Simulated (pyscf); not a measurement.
A first-order saddle from PySCF, ωB97X-D3(BJ)/def2-SVP:

```xyz
11

O      0.4144     0.3892    -0.3844
Si    -0.6206     1.5920    -0.7551
O     -1.3610     2.1687     0.6174
O     -1.8876     1.0895    -1.7179
H      1.4264     0.2207     0.5586
H      0.1331     2.6742    -1.4462
H     -2.2927     2.3848     0.5088
H     -1.6534     0.7480    -2.5860
O      1.3490    -0.5623     1.3558
H      0.4452    -0.5016     0.6996
H      1.8610    -1.3220     1.0391
```

Surface: singlet, charge 0. Lowest wavenumbers (cm⁻¹): 1820i, 29, 55, 76, 184.

Task: What reaction is this the transition state of?

Result: HO–SiH(OH)–OH + water (H₂O) ⇌ HO–SiH(OH)–OH + water (H₂O), a four-centre exchange read from left to right: H–O, H–O broken and H–O, H–O formed. At ωB97M-D3(BJ)/def2-TZVP it lies +36.9 kcal/mol from the left side and +36.9 kcal/mol from the right (each side as separated species at their lowest minima found). On the reactant side the descent ends in a bound adduct (not fully relaxed), 9.4 kcal/mol under the separated species and 47.2 kcal/mol under the saddle at ωB97X-D3(BJ)/def2-TZVP. On the product side the descent ends in a bound adduct (not fully relaxed), 8.5 kcal/mol under the separated species and 46.4 kcal/mol under the saddle at ωB97X-D3(BJ)/def2-TZVP. The same reactants have a lower exit, to HO–Si(OH)(OH)–OH + H₂ (barrier +29.4 kcal/mol at ωB97M-D3(BJ)/def2-TZVP, against +36.9 kcal/mol here). This is the saddle that the search found; another between the same sides may lie lower.
